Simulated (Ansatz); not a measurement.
Rutile MnO2 was calculated with PBE (Ansatz, a program for electronic structure, PAW).

Numerical settings: plane-wave cutoff 520 eV, 8×8×12 k mesh (along the axes of the cell as run), Fermi–Dirac smearing 0.01 eV, spin-polarised with opposed moments, scalar-relativistic PAW data made under PBE.

A third-order Birch–Murnaghan fit to the energies gives V0 = 9.367 Å³/atom, B0 = 225 GPa, B′ = 5.0.

| V (Å³/atom) | P (GPa) |
|---|---|
| 8.992 | ? |
| 9.180 | ? |
| 9.367 | 0.00 |
| 9.554 | -4.25 |
| 9.742 | ? |

### Question
Estimate the withheld pressures from this fit; the answers are the runs' own values.

### Answer

- 8.992, P (GPa): 10.17
- 9.180, P (GPa): 4.78
- 9.742, P (GPa): -8.01

The formula P = (3/2) B0 (x^(7/3) − x^(5/3)) [1 + (3/4)(B′ − 4)(x^(2/3) − 1)] with x = V0/V meets the computed pressures within 0.02 GPa when these rounded values are put in.

Shape and atoms are relaxed at each volume.

Note: the gap of the solid is closed in this run; the collinear magnetic order is the start's and need not be the measured one; this level leaves the solid without a gap, although one is measured; the bulk modulus comes from volumes at which shape and atoms were relaxed.

Static lattice: no zero-point or thermal effects.
